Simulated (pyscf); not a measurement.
# Insertion: B–NH–SiH₃ [singlet] + hydrogen (H₂) → H₂B–NH–SiH₃

Gas phase, singlet surface, charge 0. Bonds broken: H3–H6. Bonds formed: B1–H3, B1–H6. Single points on ωB97X-D3(BJ)/def2-SVP structures (PySCF, gas phase).

Transition state (Å):

```xyz
9

B      1.3223     0.5119     0.0919
N      0.0797     0.0935    -0.3889
H      1.6876     0.7871     1.3203
H      0.0554    -0.0526    -1.3952
Si    -1.4017    -0.1912     0.5327
H      0.8161     0.5918     1.6819
H     -2.4571    -0.6251    -0.4290
H     -1.1675    -1.2574     1.5431
H     -1.8199     1.0648     1.2111
```

One imaginary mode, 1014i cm⁻¹; descent along it reached the two sides named.

```csv
bond,change,reactant side (Å),saddle,product side
H3–H6,breaks,0.761,0.964,2.112
B1–H3,forms,3.1,1.311,1.211
B1–H6,forms,3.7,1.671,1.214
```

Electronic energies relative to the separated reactants (kcal/mol):

```csv
level,barrier,reaction energy,reverse barrier
ωB97X-D3(BJ)/def2-TZVP,18.9,-75.4,94.3
PBE/def2-TZVP,9.3,-76.1,85.4
r²SCAN/def2-TZVP,11.7,-77.1,88.8
B3LYP-D3(BJ)/def2-TZVP,15.6,-74.9,90.5
PBE0-D3(BJ)/def2-TZVP,12.0,-78.3,90.3
M06-2X/def2-TZVP,20.2,-74.5,94.6
ωB97M-D3(BJ)/def2-TZVP,18.6,-73.0,91.7
HF/def2-TZVP,34.6,-71.0,105.7
```

With ωB97M-D3(BJ)/def2-TZVP energies and thermal terms (ideal gas, 1 atm, RRHO with modes under 100 cm⁻¹ raised to 100, one conformer, R ln 2 for chiral ones without a mode under 150 cm⁻¹), in kcal/mol:

```csv
T (K),ΔH‡,ΔG‡,ΔH,ΔG
298,20.2,29.3,-67.8,-58.8
600,19.2,38.9,-68.8,-49.2
900,18.9,48.9,-69.0,-39.3
1200,18.9,58.9,-68.7,-29.4
```

This saddle turned up in a search for another step; its sides and bond changes are read from the two ends of the descent. B–NH–SiH₃ [singlet] lies 44.4 kcal/mol over its isomer HB=N–SiH₃ (electronic energy, ωB97M-D3(BJ)/def2-TZVP). This is the saddle that the search found; another between the same sides may lie lower.
